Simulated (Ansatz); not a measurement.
# CH5B (triplet): the correlation ladder at distance B1–H4 along a hydrogen transfer = 1.282 Å, cc-pVDZ

Aim: climb from Hartree-Fock through coupled cluster and multireference methods for CH5B (triplet) at one geometry and basis, and see what each rung misses.

Program: Ansatz 0.2.0, Gaussian basis. Level of theory: cc-pVDZ, core rule «outside noble gas», up to 2 orbitals frozen. These are calculated values, not measurements.

To be run: UHF; CCSD(T) on ROHF; CCSD(T) on UHF; BCCD(T) on ROHF; CISD; CCSDT(Q) on ROHF; CCSDT(Q) on UHF; CASSCF and NEVPT2, 4 electrons in 4 orbitals.

10 further runs of the same task are left out: 2 for a mislabelled method, 7 that didn't finish, 1 set aside as unsound or not needed.

### 1 The geometry

The geometry derives from fragments relaxed apart (PBE0/def2-TZVP) and kept rigid, so it is no stationary point. A hydrogen atom is moved between rigid fragments.

7 atoms, charge 0, spin multiplicity 3.

Atoms are counted from 1 here; the program's logs count them from 0.

Bond lengths: B1–H2 1.193 Å, B1–H3 1.193 Å, B1–H4 1.282 Å, H4–C5 1.310 Å, C5–H6 1.079 Å, C5–H7 1.079 Å. Angles: H2–B1–H3 120.0°, H2–B1–H4 120.0°, H3–B1–H4 120.0°, B1–H4–C5 180.0°, H4–C5–H6 112.6°, H4–C5–H7 112.6°, H6–C5–H7 134.8°.

### 2 UHF

Input file in.yaml:

```yaml
crystal:
  periodic: [false, false, false]
  atoms:
    - {symbol: B, position_ang: [-1.338111, 0.000000, 0.000000]}
    - {symbol: H, position_ang: [-1.934844, 1.033571, 0.000000]}
    - {symbol: H, position_ang: [-1.934844, -1.033571, 0.000000]}
    - {symbol: H, position_ang: [-0.056111, 0.000000, 0.000000]}
    - {symbol: C, position_ang: [1.253889, 0.000000, 0.000000]}
    - {symbol: H, position_ang: [1.668357, 0.000000, 0.996161]}
    - {symbol: H, position_ang: [1.668357, 0.000000, -0.996161]}
basis:
  gaussian: {orbitals: cc-pVDZ}
magnetization: {spin_polarized: true, initial_magnetization: 2}
hamiltonian: {xc: hf}
output: {orbitals: {seedname: orbitals}}
```

Command:

```sh
ansatz run in.yaml --threads 1 --pin off --events-out ev --progress --plain --max-ram 2393MiB
```

Further steps of the session: CCSD(T) on ROHF; CCSD(T) on UHF; BCCD(T) on ROHF; CISD; CCSDT(Q) on ROHF; CCSDT(Q) on UHF; CASSCF and NEVPT2, 4 electrons in 4 orbitals.

Q: Predict the results of all the runs planned. Wanted: UCCSDT(Q) below the RHF energy; RMP2 from UCCSDT(Q); UMP2 from UCCSDT(Q); RCCSD from UCCSDT(Q); RCCSD(T) from UCCSDT(Q); UCCSD(T) from UCCSDT(Q); RCCSDT(Q) from UCCSDT(Q); T1 diagnostic.

**Answer**, as computed:

| quantity | value |
| --- | --- |
| UCCSDT(Q) below the RHF energy | -7.1902 eV |
| RMP2 from UCCSDT(Q) | +1317.6 meV |
| UMP2 from UCCSDT(Q) | +1356.9 meV |
| RCCSD from UCCSDT(Q) | +171.8 meV |
| RCCSD(T) from UCCSDT(Q) | +31.2 meV |
| UCCSD(T) from UCCSDT(Q) | +31.8 meV |
| RCCSDT(Q) from UCCSDT(Q) | +0.7 meV |
| levels within 1 kcal/mol (43 meV) | RCCSD(T), UCCSD(T), BCCD(T), RCCSDT, UCCSDT, RCCSDT(Q) |
| T1 diagnostic | 0.020 |

**Reading.** RCCSD(T) lands +31.2 meV from the yardstick (0.4 % of the correlation energy). These misses are within one basis, not against nature; the frozen cores of restricted and unrestricted runs differ, which can shift their rows.
